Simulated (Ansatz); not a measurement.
# C₃H₂F (charge +1), SMILES Fc1c[cH+]1: a rigid scan of one bond length

Computed with Ansatz's Python interface.

The cells in order, each with its output:

**Cell 1**
```python
import ansatz as az
from ase import Atoms
import numpy as np
```

**Cell 2**
```python
atoms = Atoms(["F", "C", "C", "C", "H", "H"], positions=[
    [1.7883, 0.1468, -0.1298],
    [0.4987, 0.353, -0.4475],
    [-0.3651, -0.6412, -0.2569],
    [-0.5405, 0.5422, 0.5085],
    [-0.0281, -1.6223, 0.0329],
    [-1.3533, 1.2216, 0.2928],
])
mol = az.Crystal.molecule_from_ase(atoms)
```

**Cell 3**
```python
symbols = [site.symbol for site in mol.cartesian_sites]
start = np.array([site.position_ang for site in mol.cartesian_sites])
axis = (start[4] - start[2]) / np.linalg.norm(start[4] - start[2])
moving = [4]
lengths, energies = [0.948, 0.991, 1.034, 1.077, 1.12, 1.163, 1.206, 1.271], []
for length in lengths:
    xyz = start.copy()
    xyz[moving] += (length - np.linalg.norm(start[4] - start[2])) * axis
    point = az.Crystal.molecule()
    for symbol, place in zip(symbols, xyz):
        point = point.atom(symbol, place.tolist())
    job = (
        point.calculation()
        .basis(gaussian="def2-SVP")
        .functional("pbe", dispersion="d4")
        .charge(1)
    )
    r = job.run(threads=1, pin="off").report
    energies.append(r["free_energy_ev"])
    print(f"r = {length:6.3f} A  E = {energies[-1]:.5f} eV  <S^2> = {abs(r['mean_field']['state']['spin_squared']):.3f}")

# quartic fit about the minimum
fit = np.polynomial.Polynomial.fit(lengths, np.array(energies) - min(energies), 4).convert()
roots = [r.real for r in fit.deriv().roots() if abs(r.imag) < 1e-9 and fit.deriv(2)(r.real) > 0]
r_e = min(roots, key=lambda r: abs(r - lengths[int(np.argmin(energies))]))
print(f"minimum of the fit at {r_e:.4f} A, force constant {fit.deriv(2)(r_e):.2f} eV/A^2")
```
Output:
```text
r =  0.948 A  E = -5833.82430 eV  <S^2> = 0.000
r =  0.991 A  E = -5834.12825 eV  <S^2> = 0.000
r =  1.034 A  E = -5834.31589 eV  <S^2> = 0.000
r =  1.077 A  E = -5834.41164 eV  <S^2> = 0.000
r =  1.120 A  E = -5834.43514 eV  <S^2> = 0.000
r =  1.163 A  E = -5834.40219 eV  <S^2> = 0.000
r =  1.206 A  E = -5834.32551 eV  <S^2> = 0.000
r =  1.271 A  E = -5834.14877 eV  <S^2> = 0.000
minimum of the fit at 1.1144 A, force constant 31.29 eV/A^2
```

Notes:
- Total energies depend on the basis set; only differences at equal settings carry meaning.
- The rest of the molecule is held rigid at a force-field or estimated start geometry, and the basis set is modest; single-reference methods fail as a bond breaks.
- The orbitals are restricted, so S² is zero by construction.
- Hardware and time: 8.1 s on 1 thread of Arm Neoverse V1, on a shared host, peak memory 0.17 GiB.
